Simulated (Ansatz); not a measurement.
We consider hcp Be, described by PBEsol-D3(BJ) in Ansatz (plane waves, PAW).

Settings: plane-wave cutoff 520 eV, 30×30×16 k mesh (along the axes of the cell as run), Fermi–Dirac smearing 0.05 eV, scalar-relativistic PAW data made under PBE.

Energies at three volumes about the minimum:

| V (Å³/atom) | E − E_lowest (meV/atom) |
|---|---|
| 7.334 | 1.27 |
| 7.484 | 0.00 |
| 7.633 | 1.19 |

**Question.** Fit a parabola by hand: where is the minimum, and what is the bulk modulus?

**Answer.** Slopes: (0.00 − 1.27)/(7.484 − 7.334) = -8.467 and (1.19 − 0.00)/(7.633 − 7.484) = 7.987 meV/Å³. Curvature E″ = 2 × (7.987 − (-8.467))/(7.633 − 7.334) = 110.060 meV/Å⁶. From the middle of the first interval, the slope vanishes at V0 = 7.4090 − (-8.467)/110.060 = 7.486 Å³/atom. B = V0 E″ = 7.486 × 110.060 meV/Å³ × 0.1602 GPa per meV/Å³ = 132 GPa. The full Birch–Murnaghan fit to all volumes gives V0 = 7.484 Å³/atom and B0 = 132 GPa.

Shape and atoms are relaxed at each volume.

Measured, for comparison: bulk modulus 117 GPa (room temperature, no zero-point or thermal correction, our sources range from 97.2 to 117; as tabulated in arXiv:2410.04971). Computed (rounded) less measured: bulk modulus not scored (sources differ).

Note: the bulk modulus comes from volumes at which shape and atoms were relaxed.

Ansatz is a quantum-chemistry and plane-wave program.
